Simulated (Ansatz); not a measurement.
**BHF (doublet): the correlation ladder at a displaced geometry (v2), cc-pVDZ**

The task here is to estimate one member of a computed series from the others.

Program: Ansatz 0.2.0, Gaussian basis. Level of theory: cc-pVDZ, core rule «outside noble gas», up to 2 orbitals frozen. These are calculated values, not measurements.

To be run: UHF; CCSD(T) on ROHF; CCSD(T) on UHF; BCCD(T) on ROHF; CISD as a restricted active space (open shells left free, so some higher excitations enter); CCSDT(Q) on ROHF; CCSDT(Q) on UHF.

31 further runs of the same task are left out: 12 for a known fault of the program, 8 that didn't finish, 11 set aside as unsound or not needed. Runs told in other sessions of the task aren't counted.

### The system

The geometry is a PBE0/def2-TZVP stationary point (not a proven minimum) with its atoms shifted at random (size 0.100 Å).

3 atoms, charge 0, spin multiplicity 2.

Atoms are counted from 1 here; the program's logs count them from 0.

Bond lengths: B1–F2 1.302 Å, B1–H3 1.194 Å. Angles: F2–B1–H3 120.4°.

The first run:

in.yaml reads:

```yaml
crystal:
  periodic: [false, false, false]
  atoms:
    - {symbol: B, position_ang: [0.104529, -0.197719, 0.750879]}
    - {symbol: F, position_ang: [-0.060345, 0.077310, -0.510780]}
    - {symbol: H, position_ang: [0.016275, 0.663495, 1.573758]}
basis:
  gaussian: {orbitals: cc-pVDZ}
magnetization: {spin_polarized: true, initial_magnetization: 1}
hamiltonian: {xc: hf}
output: {orbitals: {seedname: orbitals}}
```

Started as:

```bash
$ ansatz run in.yaml --threads 1 --pin off --events-out ev --progress --plain --max-ram 2393MiB
```

Steps of the session up to this table: UHF; CCSD(T) on ROHF; CCSD(T) on UHF; BCCD(T) on ROHF; CISD as a restricted active space (open shells left free, so some higher excitations enter); CCSDT(Q) on ROHF; CCSDT(Q) on UHF.

One of the session's tables, all rows but one given; the rest of the session is left out.

```
   method  from UCCSDT(Q) (meV)
     ROHF               +7387.6
      UHF               +7354.3
     RMP2                +535.0
     UMP2                +528.2
     CISD                +546.4
    RCCSD                +163.5
    UCCSD                +163.1
 RCCSD(T)                     ?
 UCCSD(T)                 +26.1
  BCCD(T)                 +22.6
   RCCSDT                 +12.3
   UCCSDT                 +12.2
RCCSDT(Q)                  +2.9
UCCSDT(Q)                     0
```

Q: Estimate the row for RCCSD(T) from the others.

As computed: from UCCSDT(Q) (meV): +26.3. In the column «from UCCSDT(Q) (meV)» it lies between UCCSD(T) (+26.1) and UCCSD (+163.1).

To keep in mind: Restricted and unrestricted rows rest on different reference determinants; a gap between their highest levels can come from leftover correlation error, from unlike frozen cores or from another state.
